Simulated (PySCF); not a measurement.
**How methods differ on the ionisation energy of Mg**

Mg [Ne] 3s2 (1S) → Mg+ [Ne] 3s1 (2S), as a difference of total energies. Computed with PySCF 2.14 in jorge-DZP-DKH (7s4p1d, 24 functions), with scalar relativity by spin-free X2C-1e. Correlated levels: valence: [Ne] frozen. The calculations carry no spin-orbit coupling.

| method | ionisation energy (eV) | error (eV) |
| --- | --- | --- |
| UHF | 6.610 | -1.036 |
| MN15 | 7.573 | -0.073 |
| LDA | 7.739 | +0.093 |
| MP2 (valence) | 7.179 | -0.467 |
| SCS-MP2 (valence) | 7.293 | -0.353 |
| CCSD (valence) | 7.501 | -0.145 |

Reference: 7.646 eV (measured; NIST Atomic Spectra Database, ionization energies).

Errors of the correlated levels include the incompleteness of this basis and the frozen core.

With two correlated electrons CCSD is exact in that space.
